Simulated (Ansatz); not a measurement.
# BH6NO: the cost of one run

Method: RKS PBE-D4/def2-SVP, in Ansatz 0.2.0.

### 1 The starting structure

Bond lengths: N2–H3 1.060 Å, N2–H4 1.060 Å, B1–H5 1.190 Å, B1–H6 1.190 Å, B1–O7 1.710 Å, O7–H8 1.010 Å, N2–H9 1.135 Å. Angles: H3–N2–H4 120.0°, H3–N2–H9 106.4°, H4–N2–H9 90.3°, H5–B1–H6 120.0°, H5–B1–O7 105.4°, H6–B1–O7 92.8°, B1–O7–H8 109.5°.

Structure file:

```xyz
9

B     0.0000    0.0000    0.0000
N     0.0000    0.0000    1.9000
H    -0.8770   -0.2713    2.4300
H     0.8770    0.2713    2.4300
H     1.0305    0.0000   -0.5950
H    -1.0305    0.0000   -0.5950
O    -0.2139    1.6086    0.5392
H    -1.1525    1.9139    0.3252
H    -0.1432    1.0772    1.5734
```

### 2 A restrained relaxation towards end A

Springs on the bonds that form and break draw the guess towards this end; the thresholds are loose.

input.yaml reads:

```yaml
crystal:
  periodic: [false, false, false]
  atoms:
    - { symbol: B, position_ang: [0.0, 0.0, 0.0] }
    - { symbol: "N", position_ang: [0.0, 0.0, 1.9] }
    - { symbol: H, position_ang: [-0.877, -0.2713, 2.43] }
    - { symbol: H, position_ang: [0.877, 0.2713, 2.43] }
    - { symbol: H, position_ang: [1.0305, 0.0, -0.595] }
    - { symbol: H, position_ang: [-1.0305, 0.0, -0.595] }
    - { symbol: O, position_ang: [-0.2139, 1.6086, 0.5392] }
    - { symbol: H, position_ang: [-1.1525, 1.9139, 0.3252] }
    - { symbol: H, position_ang: [-0.1432, 1.0772, 1.5734] }
basis:
  gaussian: { orbitals: def2-SVP }
hamiltonian:
  xc: pbe
  dispersion: d4
relax:
  f_tol: 0.15
  max_steps: 25
  restrain:
    - { distance: [0, 6], at: 2.61, k: 30.0 }
    - { distance: [8, 1], at: 2.26, k: 30.0 }
    - { distance: [0, 1], at: 1.55, k: 30.0 }
    - { distance: [8, 6], at: 1.01, k: 30.0 }
```

Command:

```
ansatz run input.yaml --threads 1 --pin off --max-ram 2048MiB --backend cpu --events-out ev --progress --plain --runs-dir out
```

What time and memory should one allow on 1 thread of Arm Neoverse V1, shared host?

About 18 s, with a peak of 0.13 GiB.
